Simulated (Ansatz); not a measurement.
```yaml
crystal:
  periodic: [false, false, false]
  atoms:
    - {symbol: O, position_ang: [-1.473506, 0.489196, -0.508296]}
    - {symbol: C, position_ang: [-0.227814, 0.164667, -0.148112]}
    - {symbol: O, position_ang: [0.684641, 1.031123, -0.608857]}
    - {symbol: C, position_ang: [0.036186, -0.914598, 0.590942]}
    - {symbol: Cl, position_ang: [1.670653, -1.269615, 1.016196]}
    - {symbol: H, position_ang: [-1.430650, 1.297199, -1.031009]}
    - {symbol: H, position_ang: [1.556512, 0.734745, -0.310952]}
    - {symbol: H, position_ang: [-0.723923, -1.589817, 0.944289]}
basis:
  gaussian: {orbitals: def2-mTZVP, final_grid: {core_spheres: 1, valence_spheres: 1, degree: 5}}
magnetization: {spin_polarized: true, initial_magnetization: 2}
hamiltonian: {xc: {name: wB97M-V}}
scf: {lower_state_search: off}
output: {forces: true}
```

```sh
$ ansatz run in.yaml --threads 2 --pin off --events-out ev --progress --plain --max-ram 4352MiB
```

It prints (some lines left out):

```
Functional definition: wB97M-V
1033 factors; their error is unknown
292 factors; integrals over basis functions are off by at most 1.3e-5 eV
mean field evaluation 1: about -18729.3727 eV, gradient 3.4e1 eV
mean field evaluation 2: about -18730.2224 eV, gradient 3.2e1 eV
mean field evaluation 4: about -18733.2497 eV, gradient 1.6e0 eV
mean field evaluation 8: about -18714.0069 eV, gradient 1.0e1 eV
mean field evaluation 16: about -18714.4698 eV, gradient 4.5e-1 eV
mean field -18715.14155086 eV, -687.7687664156 hartree, gradient 1.7e-6 eV, S^2 2.008264; 0 other end points of the search recorded, 0 dependent functions left out
reference -18715.14169383 eV, -687.7687716696 hartree; 25, 23 occupied and 92, 94 virtual orbitals, 1033 factors
Total energy: -18715.14169383 eV, -687.7687716696 hartree
Atom 0 at    -1.473506     0.489196    -0.508296 Å, force     6.241412     2.638775    -0.990097 eV/Å
Atom 1 at    -0.227814     0.164667    -0.148112 Å, force     0.578144     2.205968    -1.381228 eV/Å
Atom 2 at     0.684641     1.031123    -0.608857 Å, force     0.813494    -6.800670     4.556620 eV/Å
Atom 3 at     0.036186    -0.914598     0.590942 Å, force     1.703273     3.093819    -1.829248 eV/Å
Atom 4 at     1.670653    -1.269615     1.016196 Å, force    -4.421263     1.415068    -1.446438 eV/Å
Atom 5 at    -1.430650     1.297199    -1.031009 Å, force    -0.288310    -4.787355     3.104077 eV/Å
Atom 6 at     1.556512     0.734745    -0.310952 Å, force    -5.463839     1.606148    -1.701648 eV/Å
Atom 7 at    -0.723923    -1.589817     0.944289 Å, force     0.837088     0.628247    -0.312038 eV/Å
Dipole moment:     0.113247     0.014875     0.004534 e Å
Checks for a lower state left out: stability, starts, cluster_reference, orbital_swaps, neighbouring_geometries, increment
```

In this input the integration grid is far too coarse. Self-consistency was reached. The result belongs to that input, not to the molecule as meant.
